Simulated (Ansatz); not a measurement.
in.yaml

```yaml
crystal:
  periodic: [false, false, false]
  atoms:
    - {symbol: Al, position_ang: [-0.010025, 0.916924, 0.030828]}
    - {symbol: Ga, position_ang: [-0.010466, -0.174010, 0.745600]}
    - {symbol: Ga, position_ang: [0.014917, -0.170303, -0.777397]}
    - {symbol: H, position_ang: [-0.039473, -0.727720, 1.374279]}
basis:
  gaussian: {orbitals: cc-pVDZ}
magnetization: {spin_polarized: false, initial_magnetization: 2}
hamiltonian: {xc: hf}
accuracy: high
output: {orbitals: {seedname: orbitals}}
```

```sh
$ ansatz run in.yaml --threads 1 --pin off --events-out ev --progress --plain --max-ram 2393MiB
```

How does this run end?

Converged. The input was made wrong on purpose (coordinates in the wrong unit), so the run isn't a sound calculation of what was asked.
```
1631 factors; integrals over basis functions are off by at most 4.4e-9 eV
mean field evaluation 1: about -111191.4946 eV, gradient 1.1e1 eV
mean field evaluation 2: about -111191.5899 eV, gradient 1.1e1 eV
mean field evaluation 4: about -111192.6200 eV, gradient 1.8e0 eV
mean field evaluation 8: about -111192.6822 eV, gradient 7.4e-3 eV
mean field evaluation 16: about -111191.9689 eV, gradient 4.1e0 eV
mean field evaluation 32: about -111192.2776 eV, gradient 3.0e0 eV
mean field evaluation 64: about -111192.5223 eV, gradient 1.8e0 eV
mean field -111192.68220078 eV, -4086.2557017718 hartree, gradient 3.7e-8 eV, S^2 2.000000; 0 other end points of the search recorded, 0 dependent functions left out
reference -111192.68220078 eV, -4086.2557017718 hartree; 39, 37 occupied and 38, 40 virtual orbitals, 1631 factors
Total energy: -111192.68220078 eV, -4086.2557017718 hartree
```
